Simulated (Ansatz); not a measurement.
BClO (boron chloride oxide): the energy, rung by rung

The species is BClO (3 atoms), meant as a singlet with charge 0. As SMILES, `O=BCl`. The shape is that of a GFN2-xTB optimisation.

```csv
atom,x (Å),y (Å),z (Å)
O,1.0196,0.6062,0.6270
B,0.1131,0.0666,0.0695
Cl,-1.1326,-0.6728,-0.6965
```

Quantity: the energy change with the O1–B2 bond stretched from 1.193 to 1.492 Å, in eV. The values are calculated.

```json
{"level": "SVWN5/STO-3G (restricted)", "kind": "LDA", "program": "Ansatz", "value (eV)": "2.00", "less FCI/STO-3G": "-0.06"}
{"level": "B3LYP/STO-3G (restricted)", "kind": "global hybrid", "program": "Ansatz", "value (eV)": "2.19", "less FCI/STO-3G": "+0.13"}
{"level": "PBE0/STO-3G (restricted)", "kind": "global hybrid", "program": "Ansatz", "value (eV)": "2.34", "less FCI/STO-3G": "+0.28"}
{"level": "r2SCAN0/STO-3G (restricted)", "kind": "hybrid meta-GGA", "program": "Ansatz", "value (eV)": "2.51", "less FCI/STO-3G": "+0.45"}
{"level": "HSE06/STO-3G (restricted)", "kind": "range-separated hybrid", "program": "Ansatz", "value (eV)": "2.33", "less FCI/STO-3G": "+0.27"}
{"level": "MP2/STO-3G (restricted)", "kind": "perturbation theory", "program": "Ansatz", "value (eV)": "2.18", "less FCI/STO-3G": "+0.12"}
{"level": "CCSD/STO-3G (restricted)", "kind": "coupled cluster or CI", "program": "Ansatz", "value (eV)": "2.44", "less FCI/STO-3G": "+0.38"}
{"level": "FCI/STO-3G", "kind": "exact in the basis", "program": "Ansatz", "value (eV)": "2.06", "less FCI/STO-3G": "0.00"}
```

FCI/STO-3G is exact within its basis and frozen core, so for wave-function methods in that basis the difference is their error; functionals converge differently with the basis, so for them it is only a difference. The first shape isn't each level's own minimum. The values span 2.00 to 2.51 eV. All rows use very small basis sets, so none should be taken for the real molecule's value.
